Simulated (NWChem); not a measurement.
# HF/STO-3G run of SiO2 (SMILES O=[Si]=O)

What is the vertical ionisation energy of SiO2 at HF/STO-3G? 

Program for the calculation: NWChem 7.3.0.

4 further runs of the same task are left out: 2 that didn't finish, 2 set aside as unsound or not needed.

## (1) Starting point

SiO2: 3 atoms, total charge 0, spin state singlet. As SMILES, `O=[Si]=O`. The shape is that of a PBE0-D4/def2-TZVP optimisation.

Bond lengths: O1–Si2 1.506 Å, Si2–O3 1.506 Å. Angles: O1–Si2–O3 180.0°.

## (2) Energy and gradient at HF/STO-3G

Input file sp.nw:

```
start sp
memory stack 880 mb heap 220 mb global 1100 mb

geometry units angstrom noautosym nocenter noautoz
   O      0.697730     1.229600     0.518760
   Si    -0.000010     0.000000     0.000000
   O     -0.697730    -1.229610    -0.518760
end

basis spherical bse
   * library STO-3G
end

scf
   singlet
   rhf
   thresh 1e-08
   maxiter 80
end

task scf gradient
```

Run with:

```
$ nwchem sp.nw > sp.out
```

Log:

```text
[...]
  functions       =    19
[...]
  wavefunction    = RHF
[...]
         Total SCF energy =   -433.136469685319
      One-electron energy =   -784.312700243900
      Two-electron energy =    261.219785094720
 Nuclear repulsion energy =     89.956445463861
        Time for solution =      0.7s
[...]
                         RHF ENERGY GRADIENTS
    atom               coordinates                        gradient
                 x          y          z           x          y          z
   1 O       1.318519   2.323607   0.980314   -0.016725  -0.029473  -0.012435
   2 Si     -0.000019   0.000000   0.000000   -0.000000  -0.000001  -0.000000
   3 O      -1.318519  -2.323626  -0.980314    0.016725   0.029474   0.012435
[...]
```

Wall time 1.5 s (1 thread of Intel Xeon Platinum 8259CL at 2.50GHz (Skylake/Cascade Lake), shared host); peak memory 0.1 GiB.

## (3) The doublet cation: the energy at UHF/STO-3G

Input file run.py:

```python
from ase import Atoms
from ase.calculators.nwchem import NWChem

molecule = Atoms(['O', 'Si', 'O'], positions=[
    [0.697730, 1.229600, 0.518760],
    [-0.000010, 0.000000, -0.000000],
    [-0.697730, -1.229610, -0.518760],
])

calc = NWChem(
    label='a',
    theory='scf',
    memory='2200 mb',
    basis='STO-3G',
    basispar='spherical bse',
    charge=1,
    scf={'nopen': '1', 'uhf': None, 'thresh': '1e-08', 'maxiter': '80'},
    task='energy',
)
molecule.calc = calc

print("Total energy (eV):", round(molecule.get_potential_energy(), 6))
```

Run with:

```
$ export ASE_NWCHEM_COMMAND="nwchem PREFIX.nwi > PREFIX.nwo"
$ python run.py
```

Log:

```text
Total energy (eV): -11781.339135
```

The calculator wrote a.nwi:

```
title "a"

permanent_dir a

scratch_dir a

start a

geometry units angstrom nocenter noautosym noautoz
  O  6.9772999999999996e-01 1.2296000000000000e+00 5.1876000000000000e-01
  Si -1.0000000000000001e-05 0.0000000000000000e+00 -0.0000000000000000e+00
  O  -6.9772999999999996e-01 -1.2296100000000001e+00 -5.1876000000000000e-01
end

charge 1

memory 2200 mb

basis spherical bse noprint
   * library STO-3G
end

scf
  nopen 1
  uhf
  thresh 1e-08
  maxiter 80
end

task scf energy
```

a.nwo (excerpt; [...] marks lines left out):

```text
[...]
         Total SCF energy =   -432.956231059038
      One electron energy =   -771.933010043400
      Two electron energy =    249.020333520501
 Nuclear repulsion energy =     89.956445463861
[... 7 lines left out ...]
          Final alpha eigenvalues
[... 23 lines left out ...]
          Final beta eigenvalues
[...]
```

It took 2.6 s on 1 thread of Intel Xeon Platinum 8259CL at 2.50GHz (Skylake/Cascade Lake), shared host; peak memory 0.099 GiB.

## (4) Summary of results

Level: HF/STO-3G.

| quantity | value |
| --- | --- |
| singlet SiO2: total energy | -433.13647 Eh |
| singlet SiO2: dipole moment | 0.00 D |
| singlet SiO2: HOMO energy | -7.80 eV |
| singlet SiO2: LUMO energy | 8.03 eV |
| singlet SiO2: HOMO–LUMO gap | 15.84 eV |
| singlet SiO2: largest force on an atom | 1.856 eV/Å |
| doublet cation: total energy | -432.95623 Eh |
| doublet cation: HOMO energy (highest over α and β) | -17.28 eV |
| doublet cation: LUMO energy (lowest over α and β) | -2.57 eV |
| doublet cation: ⟨S²⟩ | 1.226 |
| vertical ionisation energy (to the doublet cation) | 4.905 eV |

Removing an electron at fixed nuclei costs 4.90 eV (113 kcal/mol). The largest force (singlet SiO2) is 1.86 eV/Å: the shape isn't a stationary point for this species at this level. The negative HOMO energy of the first species, 7.80 eV, lies 2.90 eV above that difference. In a minimal basis such a difference can be off by several eV, whatever the method. ⟨S²⟩ (doublet cation) is 1.23 where a pure doublet has 0.75: the reference is spin-contaminated. Mulliken charges (doublet cation) run from -0.14 on O1 to +1.28 on Si2.
